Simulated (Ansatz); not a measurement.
Mulliken charges of CH4AlN, SMILES `C=[N][AlH2]` from r2SCAN/def2-TZVPP in Ansatz (PBE0-D4/def2-TZVP geometry).

```json
{"atom": "C1", "x (Å)": "-1.226", "y (Å)": "-0.193", "z (Å)": "-0.832", "charge (e)": "0.062"}
{"atom": "N2", "x (Å)": "-0.201", "y (Å)": "-0.042", "z (Å)": "-0.146", "charge (e)": "-0.347"}
{"atom": "Al3", "x (Å)": "1.242", "y (Å)": "0.173", "z (Å)": "0.818", "charge (e)": "0.477"}
{"atom": "H4", "x (Å)": "-2.036", "y (Å)": "-0.880", "z (Å)": "-0.541", "charge (e)": "0.067"}
{"atom": "H5", "x (Å)": "-1.392", "y (Å)": "0.349", "z (Å)": "-1.775", "charge (e)": "0.067"}
{"atom": "H6", "x (Å)": "1.210", "y (Å)": "1.301", "z (Å)": "1.923", "charge (e)": "-0.163"}
{"atom": "H7", "x (Å)": "2.465", "y (Å)": "-0.777", "z (Å)": "0.508", "charge (e)": "-0.163"}
```

Question: By hand: the dipole of these point charges (1 e Å = 4.8032 D).

Answer: Σ q r = (-0.243, -0.036, -0.162) e Å, of length 0.294 e Å = 1.41 D.

Question: How does the dipole of the full density compare? (Estimate.)

Answer: Computed: (-0.260, -0.039, -0.174) e Å, 1.51 D; the point charges give 0.93 times that, at 0° from its direction.

Point charges leave out the atoms' own dipoles, such as those of lone pairs, and Mulliken's split depends on the basis, so the close match here is no proof of good charges.
